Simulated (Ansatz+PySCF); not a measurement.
Values are calculated unless marked as measured or tabulated.
## Ansatz (development build ahead of 0.2.0) run

```yaml
crystal:
  periodic: [false, false, false]
  atoms:
    - { symbol: C, position_ang: [0.0, -0.12832, -1.082] }
    - { symbol: C, position_ang: [0.0, 0.30419, 0.3176] }
    - { symbol: O, position_ang: [0.0, -0.74084, 1.19114] }
    - { symbol: H, position_ang: [0.0, -0.35233, 2.07766] }
    - { symbol: H, position_ang: [0.0, -1.17738, -1.34256] }
    - { symbol: H, position_ang: [0.0, 0.63209, -1.8489] }
    - { symbol: O, position_ang: [0.0, 1.4626, 0.68706] }
basis:
  gaussian: { orbitals: cc-pVTZ }
magnetization:
  spin_polarized: true
  initial_magnetization: 1
hamiltonian:
  xc: hf
correlation:
  method: mp2
  frozen_orbitals: { C: 1, H: 0, O: 1 }
output:
  forces: true
```

The input is written out in the form of the current development build from the run's settings.

Results

* Converged: yes
* Reference energy: -227.27487 hartree
* Correlation energy: -0.75944 hartree
* Total energy: -228.03431 hartree
* Spin squared of the determinant: 0.801
* Stability test: minimum
* Occupied orbitals by symmetry in an Abelian subgroup (alpha; beta): 13 A' 3 A''; 13 A' 2 A''

Forces (eV/Å):
```tsv
atom	Fx	Fy	Fz
C1	0.000	-0.231	-0.055
C2	0.000	0.898	0.869
O3	0.000	0.140	-0.644
H4	0.000	0.156	-0.073
H5	0.000	0.177	0.086
H6	0.000	-0.094	0.196
O7	0.000	-1.047	-0.380
```
